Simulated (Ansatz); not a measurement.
A nudged elastic band was laid between two geometries of CHF₂ (4 atoms, charge 0, multiplicity 2).

Theory: Ansatz, UKS PBE-D4/def2-TZVP.

```json
{
 "movable images": "5",
 "climbing image": "yes",
 "spring": "5.0 eV/Å²",
 "optimiser": "quadratic models (default)",
 "start path": "through a guess of the saddle point",
 "force threshold": "0.03 eV/Å",
 "iteration limit": "60",
 "end points": "relaxed"
}
```

First end point:

```xyz
4
Properties=species:S:1:pos:R:3
F -1.222 0.270 -0.145
C 0.039 0.065 0.252
F 0.441 -1.180 -0.031
H 0.742 0.845 -0.076
```

Last end point:

```xyz
4
Properties=species:S:1:pos:R:3
F -1.230 0.273 0.006
C 0.066 0.056 -0.249
F 0.433 -1.177 0.120
H 0.731 0.848 0.122
```

Q: Which bonds break or form, and what moves?

A: No bond is made or broken. The height of C2 over the plane of its neighbours goes from 0.34 to -0.34 Å. The two ends are copies of one structure, up to a mirror image or an exchange of like atoms.

Q: What energy profile does the band end with?

A: The forces met the threshold. The highest image is number 3 of 0 to 6, 0.269 eV above the ends, which have the same energy within 2 meV. A vibrational analysis at the climbing image gives one clearly imaginary mode, 875i cm⁻¹: a first-order saddle point.

| image | path coordinate (Å) | energy (eV) | height of C2 over the plane of its neighbours (Å) |
| --- | --- | --- | --- |
| 0 | 0.00 | 0.000 | 0.34 |
| 1 | 0.10 | 0.066 | 0.23 |
| 2 | 0.20 | 0.200 | 0.12 |
| 3 | 0.30 | 0.269 | 0.00 |
| 4 | 0.40 | 0.200 | -0.12 |
| 5 | 0.50 | 0.066 | -0.23 |
| 6 | 0.60 | 0.000 | -0.34 |

Q: What is the geometry of the highest image?

A: 
```xyz
4
Properties=species:S:1:pos:R:3
F -1.257 0.262 -0.067
C 0.058 0.066 0.001
F 0.431 -1.211 0.049
H 0.768 0.882 0.016
```

Q: What are the harmonic wavenumbers there?

A: 875i, 524, 1145, 1167, 1303, 3243 cm⁻¹.

The run took 28 s on 2 threads of Arm Neoverse V1, with other jobs on the host, peak memory 0.14 GiB.
